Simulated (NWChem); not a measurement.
**SiH4 (silane): PBE0/cc-pVTZ**

What is the vertical ionisation energy of SiH4 (silane) at PBE0/cc-pVTZ? 

The results are computed with NWChem 7.3.0.

1 further run of the same task is left out (set aside as unsound or not needed).

## (1) The structure to begin with

SiH4: 5 atoms, total charge 0, spin state singlet. SMILES: `[SiH4]`. The shape is that of a PBE0-D4/def2-TZVP optimisation.

Bond lengths: Si1–H2 1.485 Å, Si1–H3 1.485 Å, Si1–H4 1.485 Å, Si1–H5 1.485 Å. Angles: H2–Si1–H3 109.5°, H2–Si1–H4 109.5°, H2–Si1–H5 109.5°, H3–Si1–H4 109.5°, H3–Si1–H5 109.5°, H4–Si1–H5 109.5°.

## (2) The energy at PBE0/cc-pVTZ

The input, m1.nw:

```
start m1
memory 2200 mb
geometry units angstrom noautosym nocenter noautoz
   Si    0.000000    0.000000   -0.000100
   H     0.967600   -0.688400    0.890900
   H    -1.331000    0.044900    0.656000
   H    -0.105100   -0.740300   -1.282600
   H     0.468500    1.383800   -0.264200
end
basis spherical bse
   * library cc-pVTZ
end
dft
   xc pbe0
   grid fine
   convergence energy 1e-08
   iterations 100
   mulliken
   print low
end
task dft energy
```

Launch:

```console
$ nwchem m1.nw > m1.out
```

What it wrote:

```text
[...]
 d= 0,ls=0.0,diis     1   -291.7477526023 -3.13D+02  2.87D-03  1.22D-01     3.3
[...]
 d= 0,ls=0.0,diis     6   -291.7583747265 -6.96D-09  3.17D-07  1.15D-09    14.7
         Total DFT energy =     -291.758374726520
      One electron energy =     -445.698083030260
           Coulomb energy =      154.900096700714
    Exchange-Corr. energy =      -22.230978207431
 Nuclear repulsion energy =       21.270589810457
[...]
      Total Density - Mulliken Population Analysis
     ---------------------------------------------
    Atom       Charge   Shell Charges
 -----------   ------   -------------------------------------------------------
    1 Si  14    13.92   2.00  1.87  0.20  0.86  0.29  5.52  0.61  1.68  0.65  0.10  0.12  0.02
    2 H    1     1.02   0.24  0.53  0.23  0.00  0.01  0.00
    3 H    1     1.02   0.24  0.53  0.23  0.00  0.01  0.00
    4 H    1     1.02   0.24  0.53  0.23  0.00  0.01  0.00
    5 H    1     1.02   0.24  0.53  0.23  0.00  0.01  0.00
[...]
```

Wall time 15 s (1 thread of Intel Xeon Platinum 8259CL at 2.50GHz (Skylake/Cascade Lake), shared host); peak memory 0.11 GiB.

## (3) The doublet cation at the same level

The input, calc.nw:

```
start calc
title "H4Si"
memory 2200 mb
charge 1

geometry units angstrom noautosym nocenter noautoz
Si     0.000000     0.000000    -0.000100
H      0.967600    -0.688400     0.890900
H     -1.331000     0.044900     0.656000
H     -0.105100    -0.740300    -1.282600
H      0.468500     1.383800    -0.264200
end

basis spherical bse
* library cc-pVTZ
end

dft
xc pbe0
mult 2
grid fine
convergence energy 1e-08
iterations 100
mulliken
print low
end

task dft energy
```

Launch:

```console
$ nwchem calc.nw > calc.out
```

What it wrote:

```text
[...]
 d= 0,ls=0.0,diis     1   -291.1485036592 -3.12D+02  6.78D-03  7.64D-01     3.9
[...]
 d= 0,ls=0.0,diis    15   -291.3016089936 -8.76D-09  4.15D-07  8.66D-10    45.0
[...]
         Total DFT energy =     -291.301608993613
      One electron energy =     -440.143627050132
           Coulomb energy =      149.480909308462
    Exchange-Corr. energy =      -21.909481062400
 Nuclear repulsion energy =       21.270589810457
[...]
      Total Density - Mulliken Population Analysis
     ---------------------------------------------
    Atom       Charge   Shell Charges
 -----------   ------   -------------------------------------------------------
    1 Si  14    13.61   2.00  1.87  0.22  0.93  0.25  5.51  0.60  1.58  0.44  0.10  0.10  0.01
    2 H    1     0.85   0.22  0.49  0.11  0.00  0.02  0.00
    3 H    1     0.85   0.22  0.49  0.11  0.00  0.02  0.00
    4 H    1     0.85   0.22  0.49  0.11  0.00  0.02  0.00
    5 H    1     0.85   0.22  0.49  0.11  0.00  0.02  0.00
[...]
      <S2> =      0.7621 (Exact =     0.7500)
[...]
```

Wall time 46 s (1 thread of Intel Xeon Platinum 8259CL at 2.50GHz (Skylake/Cascade Lake), shared host); peak memory 0.11 GiB.

## (4) Outcome

At PBE0/cc-pVTZ:

| quantity | value |
| --- | --- |
| singlet SiH4: total energy | -291.75837 Eh |
| doublet cation: total energy | -291.30161 Eh |
| doublet cation: ⟨S²⟩ | 0.762 |
| vertical ionisation energy (to the doublet cation) | 12.429 eV |

The vertical ionisation energy comes to 12.43 eV (287 kcal/mol). Mulliken charges (doublet cation) run from +0.15 on H2 to +0.39 on Si1; they depend strongly on the basis.
